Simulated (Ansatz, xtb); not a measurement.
Two isomers of C5H9N

We compare I, `C=C/C=C(/C)N`, a singlet, with II, `C=C/C(C)=C\N`, a singlet. Both are isolated molecules in the gas phase, relaxed with PBE-D3(BJ)/def2-SVP; the shapes shown needn't be the lowest conformers.

I (Å):

```xyz
15

C     1.3742   -2.4827    2.4297
C     0.3384   -1.7480    1.9494
C     0.0641   -0.3641    2.2639
C    -0.9660    0.3926    1.7577
C    -1.1702    1.8248    2.1717
N    -1.8565   -0.0490    0.7911
H     2.1159   -2.0432    3.1167
H     1.5101   -3.5373    2.1488
H    -0.3581   -2.2593    1.2570
H     0.7468    0.1351    2.9690
H    -1.1097    2.5034    1.2937
H    -2.1770    1.9707    2.6231
H    -0.4146    2.1406    2.9133
H    -2.7780    0.3907    0.7872
H    -1.8920   -1.0539    0.6149
```

II (Å):

```xyz
15

C    -0.6047   -1.7248    3.6793
C    -0.8798   -1.2073    2.4545
C    -0.2844   -0.0202    1.8614
C     0.7724    0.7227    2.6382
C    -0.6632    0.4402    0.6232
N    -1.6687   -0.0384   -0.1924
H    -1.1029   -2.6390    4.0342
H     0.1196   -1.2552    4.3623
H    -1.6291   -1.7477    1.8462
H     1.1631    1.5892    2.0694
H     0.3780    1.1063    3.6050
H     1.6328    0.0649    2.8901
H    -0.1630    1.3381    0.2216
H    -2.0520   -0.9611    0.0177
H    -1.5755    0.1425   -1.1915
```

Quicker runs give these differences E(II) − E(I): GFN2-xTB +2.6 kcal/mol; HF/STO-3G +2.6 kcal/mol (at GFN2-xTB geometries); r2SCAN-D4/def2-SVP +2.5 kcal/mol (at GFN2-xTB geometries).

Task: Estimate E(II) − E(I) at the level CCSD(T)/def2-SVP + ΔMP2/def2-TZVPP.

Result: Calculated at CCSD(T)/def2-SVP + ΔMP2/def2-TZVPP: E(II) − E(I) = +2.3 kcal/mol, so structure I lies lower.

Level by level:

```tsv
level	geometry	E(II) − E(I) (kcal/mol)	departure from the last row (kcal/mol)	job, with rough time for the two
GFN2-xTB	GFN2-xTB	+2.6	+0.4	optimisation, 0.13 s
HF/STO-3G	GFN2-xTB	+2.6	+0.3	single point, 0.32 s
r2SCAN-D4/def2-SVP	GFN2-xTB	+2.5	+0.2	single point, 2.4 s
PBE-D3(BJ)/def2-SVP	PBE-D3(BJ)/def2-SVP	+2.1	−0.2	optimisation, 17 s
HF/def2-SVP	PBE-D3(BJ)/def2-SVP	+3.5	+1.2	part of the CCSD(T) run
MP2/def2-SVP	PBE-D3(BJ)/def2-SVP	+2.2	−0.1	part of the CCSD(T) run
CCSD(T)/def2-SVP	PBE-D3(BJ)/def2-SVP	+2.3	0.0	single point
CCSD(T)/def2-SVP + ΔMP2/def2-TZVPP	PBE-D3(BJ)/def2-SVP	+2.3		single point, 37 s
```

As drawn, both hold the same kinds of bond in the same numbers.

None of the levels shown reverses the order. The largest departure from CCSD(T)/def2-SVP + ΔMP2/def2-TZVPP is that of HF/def2-SVP, 1.2 kcal/mol. The last row adds to CCSD(T) the change of the MP2 difference between the two basis sets, here 0.0 kcal/mol.

With thermal terms from frequencies at re-optimised GFN2-xTB minima (ideal gas, soft modes damped towards free rotors, one conformer each, 298.15 K, 1 atm): on the last row, ΔE + ΔZPE = +2.5, ΔH = +2.4, ΔG = +2.7 kcal/mol.

The correlated steps freeze 6 core orbitals. Programs: Ansatz 0.2.0, xtb 6.7.1; the last row on 2 threads of Intel(R) Xeon(R) 6975P-C (Granite Rapids) on a shared host.
